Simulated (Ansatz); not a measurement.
Barrier C2H6 (SMILES CC) + HN via C2H7N, on the benchmark's geometries as Psi4's copy gives them; open shells unrestricted, no zero-point energy, no spin–orbit coupling.
Transition structure (charge 0, multiplicity 3, Z-matrix in Å and degrees):
```
C
H 1 1.0863
H 1 1.0864 2 112.34
C 1 1.5081 2 115.75 3 -135.79
H 4 1.0900 1 111.47 2 -48.54
H 4 1.0900 5 108.04 1 122.51
H 4 1.0933 5 107.45 6 115.66
H 1 1.3725 2 104.06 3 107.59
N 8 1.2334 3 150.09 1 175.87
H 9 1.0321 8 94.92 3 62.16
```

Cores are frozen in the correlated methods. MP2 and its Hartree–Fock in aug-cc-pVQZ, aug-cc-pVTZ are density fitted.

Codes used: Ansatz (a first-principles code). Values without a source in brackets are computed.

The barrier height is − E(C2H6) − E(HN) + E(TS). Total energies (hartree):

| level | C2H6 | HN | TS |
|---|---|---|---|
| HF/aug-cc-pVTZ | -79.2603214 | -54.9825428 | -134.1823764 |
| MP2/aug-cc-pVTZ | -79.6352500 | -55.1220372 | -134.7230060 |
| HF/aug-cc-pVQZ | -79.2652425 | -54.9855563 | -134.1902186 |
| MP2/aug-cc-pVQZ | -79.6595825 | -55.1344639 | -134.7600336 |
| MP2/aug-cc-pVDZ | -79.5506240 | -55.0825472 | -134.5982537 |
| CCSD(T)/aug-cc-pVDZ | -79.5969750 | -55.1056021 | -134.6699373 |

Work out the barrier height at the basis-set limit: extrapolate the MP2 correlation part as X⁻³, take Hartree–Fock from the larger set, and add the CCSD(T) − MP2 difference of aug-cc-pVDZ.


1. Differences (1 hartree = 627.509 kcal/mol): HF/aug-cc-pVTZ 37.957; MP2/aug-cc-pVTZ 21.512; HF/aug-cc-pVQZ 38.015; MP2/aug-cc-pVQZ 21.343; MP2/aug-cc-pVDZ 21.911; CCSD(T)/aug-cc-pVDZ 20.482.
2. Correlation parts, MP2 less HF: -16.445 in aug-cc-pVTZ (X = 3), -16.671 in aug-cc-pVQZ (X = 4).
3. Limit (4³·(-16.671) − 3³·(-16.445))/(4³ − 3³) = -16.837; with HF/aug-cc-pVQZ it gives 21.178.
4. CCSD(T) less MP2 in aug-cc-pVDZ: -1.429.
Result: 19.75 kcal/mol, against 21.51 at MP2/aug-cc-pVTZ. It is an estimate of this method's limit, not of the exact value.
